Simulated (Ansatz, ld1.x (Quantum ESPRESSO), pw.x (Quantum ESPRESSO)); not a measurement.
**From atom to crystal: TM potential for Ba (Z = 56)**

ld1.x (Quantum ESPRESSO) 7.5 input, shortened:

```
&input
   title='Ba', zed=56., rel=1, dft='PW', iswitch=3,
   config='[Xe] 5d0 6s2 6p0'
 /
 &inputp
   pseudotype=2, tm=.true., lloc=1,
   nlcc=.true., rcore=1.90
 /
3
6S  1  0   2.00   0.00  4.05  4.05  0.0
5D  3  2   0.00   0.00  2.65  2.65  0.0
5P  2  1   6.00   0.00  2.10  2.10  0.0
 &test
   configts(1)='5p6 5d0 6s2 6p0'
 /
```

Atomic tests: cutoffs needed: 25 Ry and 45 Ry (the cutoffs (Ry, on a coarse ladder) from which the occupation-weighted sum of valence levels, in a spherical-Bessel basis at the reference potential, stays within 10 and 1 mRy of its value at 400 Ry); ghost test: ghost state, extra bound levels that the all-electron valence spectrum of the same l lacks: s at -5.9 eV; a true bound ghost makes a file unfit for plane-wave use (spherical-Bessel basis up to 400 Ry, 20 bohr box); configuration tests: 5 of 9 tests not solved or not reliable.

Crystal test: sc Ba in pw.x 7.5, no spin, 9³ k-points, Fermi–Dirac smearing 0.01 Ry, cutoffs 55/220 Ry. The reference is all-electron LAPW (Ansatz 0.2.0) with the same functional, mesh and smearing; V0 and B0 come from Birch–Murnaghan fits to the pressures at five volumes. Errors are pseudo minus all-electron; Δ is the rms difference of the E(V) curves that follow from these fits, minima aligned, over ±6 % about the mean V0. Mesh and smearing are coarse, so the numbers serve the comparison and aren't converged zero-temperature values; the lattice is a test structure that the element need not adopt.

All-electron: a0 = 3.711 Å (V0 = 51.10 Å³/atom), B0 = 8.5 GPa.

**Question.** How far does the potential miss the all-electron equation of state?

**Answer.** mean pressure error (GPa): +0.72. The pressure does not cross zero within the volumes sampled, so no fit is given. The largest radius (4.05 bohr) exceeds half the bond length (3.50 bohr), so the spheres overlap, which is one possible source of error among others. This is a poor potential for the solid. Note: ghost state, extra bound levels that the all-electron valence spectrum of the same l lacks: s at -5.9 eV. A true bound ghost makes a file unfit for plane-wave use. Atomic configuration tests: 5 of 9 tests not solved or not reliable.

```json
{"V (Å³/atom)": "48.139", "P all-electron (GPa)": "0.55", "P pseudo (GPa)": "1.31"}
{"V (Å³/atom)": "49.406", "P all-electron (GPa)": "0.30", "P pseudo (GPa)": "1.03"}
{"V (Å³/atom)": "50.673", "P all-electron (GPa)": "0.07", "P pseudo (GPa)": "0.79"}
{"V (Å³/atom)": "51.940", "P all-electron (GPa)": "-0.14", "P pseudo (GPa)": "0.57"}
{"V (Å³/atom)": "53.207", "P all-electron (GPa)": "-0.32", "P pseudo (GPa)": "0.38"}
```

**Question.** At the middle volume, how do free energy and pressure move when the wave cutoff is lowered (ecutrho kept at four times it)?

**Answer.**

| cutoff (Ry) | shift of F (meV/atom) | shift of P (GPa) |
| --- | --- | --- |
| 25 | +98.4 | -0.30 |
| 33 | +73.7 | -0.48 |
| 44 | +8.2 | -0.24 |

Input at the middle volume:

```
&control
  calculation='scf', prefix='x', pseudo_dir='./', outdir='./tmp', tstress=.true., disk_io='low'
/
&system
  ibrav=0, nat=1, ntyp=1, ecutwfc=55, ecutrho=220, nbnd=11,
  occupations='smearing', smearing='fd', degauss=0.01
/
&electrons
  conv_thr=1e-09, mixing_beta=0.4, electron_maxstep=70
/
ATOMIC_SPECIES
Ba 1.0 Ba.UPF
CELL_PARAMETERS angstrom
  3.70048691 0.00000000 0.00000000
  0.00000000 3.70048691 0.00000000
  0.00000000 0.00000000 3.70048691
ATOMIC_POSITIONS crystal
Ba 0.0000 0.0000 0.0000
K_POINTS automatic
9 9 9 0 0 0
```

```bash
pw.x < Ba.scf.in > Ba.scf.out
```

Lines of the output:

```
Message from routine setup:
     using ibrav=0 with symmetry is DISCOURAGED, use correct ibrav instead
     lattice parameter (alat)  =       6.9929  a.u.
     unit-cell volume          =     341.9584 (a.u.)^3
     number of electrons       =         8.00
     number of Kohn-Sham states=           11
     kinetic-energy cutoff     =      55.0000  Ry
     charge density cutoff     =     220.0000  Ry
     scf convergence threshold =      1.0E-09
     Exchange-correlation= PW
     number of k points=    35  Fermi-Dirac smearing, width (Ry)=  0.0100
     iteration #  1     ecut=    55.00 Ry     beta= 0.40
     total energy              =     -32.88491115 Ry
     estimated scf accuracy    <       0.17574407 Ry
     iteration #  2     ecut=    55.00 Ry     beta= 0.40
     total energy              =     -32.96645947 Ry
     estimated scf accuracy    <       0.07933437 Ry
     iteration #  3     ecut=    55.00 Ry     beta= 0.40
     total energy              =     -32.95265459 Ry
     estimated scf accuracy    <       0.02656605 Ry
     iteration #  4     ecut=    55.00 Ry     beta= 0.40
     total energy              =     -32.94823706 Ry
     estimated scf accuracy    <       0.06381251 Ry
     iteration #  5     ecut=    55.00 Ry     beta= 0.40
     total energy              =     -32.96253352 Ry
     estimated scf accuracy    <       0.00712208 Ry
     iteration #  6     ecut=    55.00 Ry     beta= 0.40
     total energy              =     -32.96114068 Ry
     estimated scf accuracy    <       0.00435617 Ry
     iteration #  7     ecut=    55.00 Ry     beta= 0.40
     total energy              =     -32.96177984 Ry
     estimated scf accuracy    <       0.00002035 Ry
     iteration #  8     ecut=    55.00 Ry     beta= 0.40
     total energy              =     -32.96178216 Ry
     estimated scf accuracy    <       0.00000439 Ry
     iteration #  9     ecut=    55.00 Ry     beta= 0.40
     total energy              =     -32.96178440 Ry
     estimated scf accuracy    <       0.00001223 Ry
     iteration # 10     ecut=    55.00 Ry     beta= 0.40
     total energy              =     -32.96177595 Ry
     estimated scf accuracy    <       0.00002804 Ry
     iteration # 11     ecut=    55.00 Ry     beta= 0.40
     total energy              =     -32.96178057 Ry
     estimated scf accuracy    <       0.00000079 Ry
     iteration # 12     ecut=    55.00 Ry     beta= 0.40
     total energy              =     -32.96178054 Ry
     estimated scf accuracy    <       0.00000014 Ry
     iteration # 13     ecut=    55.00 Ry     beta= 0.40
     total energy              =     -32.96178057 Ry
     estimated scf accuracy    <       0.00000012 Ry
     iteration # 14     ecut=    55.00 Ry     beta= 0.40
     the Fermi energy is     6.2857 ev
!    total energy              =     -32.96178059 Ry
     estimated scf accuracy    <          1.8E-10 Ry
     smearing contrib. (-TS)   =      -0.00906934 Ry
     The total energy is F=E-TS. E is the sum of the following terms:
     one-electron contribution =      -2.72353780 Ry
     hartree contribution      =       3.95608813 Ry
     xc contribution           =      -8.21794291 Ry
     ewald contribution        =     -25.96731867 Ry
     convergence has been achieved in  14 iterations
          total   stress  (Ry/bohr**3)                   (kbar)     P=        7.87
```

The run at the middle volume (35 k-points, 14 iterations) took about 14 s on one core of a shared host (Neoverse-V1, 32 threads, 247 GiB, load 16).
